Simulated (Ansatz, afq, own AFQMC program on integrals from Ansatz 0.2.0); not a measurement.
AFQMC on a folder of integrals that Ansatz 0.2.0 wrote.

```yaml
crystal:
  periodic: [false, false, false]
  atoms:
    - {symbol: Al, position_ang: [0.000000, 0.000000, 1.818997]}
    - {symbol: Ga, position_ang: [0.000000, 0.000000, -0.664806]}
    - {symbol: H, position_ang: [0.000000, 1.407254, -1.352806]}
    - {symbol: H, position_ang: [0.000000, -1.407254, -1.352806]}
basis:
  gaussian: {orbitals: cc-pVDZ}
magnetization: {spin_polarized: true, initial_magnetization: 2}
correlation: {method: ccsd_t, electrons: outside_noble_gas, hamiltonian_folder: ham}
```

```sh
$ ansatz run in.yaml --threads 1 --pin off --events-out ev --progress --plain --max-ram 1382MiB
```

Options of the walk:

```
--method phaseless --trial hf --walkers 120 --populations 1 --least-time 40 --time-step 0.005 --steps-per-block 20 --equilibration-blocks 112 --max-blocks 600 --target-error 0.00102 --factor-cut 1e-05 --start spin_pure --seed 8250 --taylor-order 6
```

Times are imaginary, in 1/Eh. The walk had a cap of 932 s. Filled inner d shells are frozen with the cores.

Output of the walk:

```
orbitals 36  electrons 5 3  factors 287 of 590
reference energy -2166.23384148 Eh
CCSD correlation -0.13106612 Eh in 12 cycles, weight of the determinant in the CISD state 0.8768
energy of the start -2166.233991 Eh
 block  time / (1/Eh)  mean weight  energy / Eh
     1     0.100  1.0008  -2166.251452
     2     0.200  1.0006  -2166.264110
     3     0.300  1.0001  -2166.278257
     4     0.400  1.0001  -2166.286164
     5     0.500  1.0005  -2166.295296
     7     0.700  1.0000  -2166.306738
     9     0.900  0.9999  -2166.325445
    15     1.500  1.0005  -2166.335889
    43     4.300  1.0006  -2166.365274
    71     7.100  1.0000  -2166.369209
    99     9.900  1.0000  -2166.369571
   127    12.700  0.9997  -2166.369990
   155    15.500  0.9997  -2166.359380
   183    18.300  0.9991  -2166.367103
   211    21.100  1.0001  -2166.357000
   239    23.900  0.9995  -2166.375107
   253    25.300  0.9999  -2166.399443
   267    26.700  1.0001  -2166.357711
   295    29.500  0.9999  -2166.371119
   323    32.300  1.0000  -2166.359096
   351    35.100  1.0004  -2166.362041
   379    37.900  1.0006  -2166.361641
   407    40.700  0.9986  -2166.354411
   421    42.100  0.9981  -2166.354306
   435    43.500  1.0000  -2166.362430
   463    46.300  1.0005  -2166.360048
   491    49.100  1.0005  -2166.368025
   519    51.900  0.9994  -2166.370860
   547    54.700  0.9998  -2166.358212
   561    56.100  1.0003  -2166.375657
blocks merged  error / Eh  count
     1  0.000386  450
     2  0.000511  225
     4  0.000685  112
     8  0.000886  56
    16  0.001009  28
    32  0.001245  14
energy -2166.367516 +/- 0.001009 Eh
(rows thinned)
```

The run passed its tests (sampling time, drift between the halves within three errors, error under three times the target), which doesn't prove that it has relaxed.

Against this walk (error 27.4 meV) on the same determinant: CCSD(T) 37.7 meV lower (within the noise), CCSDT(Q) 79.9 meV lower. The error is statistical and leaves out the bias of the constraint.

Cautions: constraint bias not in the error; no relativity below Rb; no spin-orbit coupling; inner d shell frozen; lower spins were not checked.

The walk took 5.1 min on 1 thread of Arm Neoverse N1, with other jobs on the host. The log's last line is the phaseless energy.

CCSDT and higher add their correlation energy to the determinant of the CCSD(T) run, since their own runs factorise the integrals more tightly (a shift of under 2 meV). A walk keeps the symmetry of its determinant, which the program's search chose and which needn't be the lowest solution, so a lower state of the same spin and another symmetry isn't excluded.
